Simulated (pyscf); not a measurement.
Structures and frequencies: ωB97X-D3(BJ)/def2-SVP in PySCF.

Task: For HO–InH–AsH₂ + H₂ -> H₂As–InH₂ + H₂O, a four-centre exchange (singlet surface; In–O, H–H broken, H–In, H–O formed), PBE/def2-TZVP gives ΔE‡ = 63.0 kJ/mol and ΔE = +27.0 kJ/mol (zero: the separated reactants). In which direction and how far do B3LYP-D3(BJ)/def2-TZVP, PBE0-D3(BJ)/def2-TZVP, ωB97M-D3(BJ)/def2-TZVP move these?

Result: B3LYP-D3(BJ): ΔE‡ = 75.0 kJ/mol, ΔE = +26.8 kJ/mol; PBE0-D3(BJ): ΔE‡ = 64.0 kJ/mol, ΔE = +16.7 kJ/mol; ωB97M-D3(BJ): ΔE‡ = 75.5 kJ/mol, ΔE = +17.7 kJ/mol. PBE's barrier matches one of them and lies within 12.5 kJ/mol of the others. Its reaction energy matches one of them and lies within 10.4 kJ/mol of the others. On the product side the descent ends in an adduct with a In–O contact, 57.3 kJ/mol under the separated species and 106.2 kJ/mol under the saddle at ωB97X-D3(BJ)/def2-TZVP. What is counted as broken (In–O) persists as a longer contact in the product adduct; parting that adduct is a step of its own. At the saddle there is also a short H–In contact that neither side keeps. One saddle was located; it need not be the lowest between these sides. Elements up to Kr have no core potential and no relativistic terms here. Elements past Kr carry the def2 core potentials, without spin-orbit coupling.
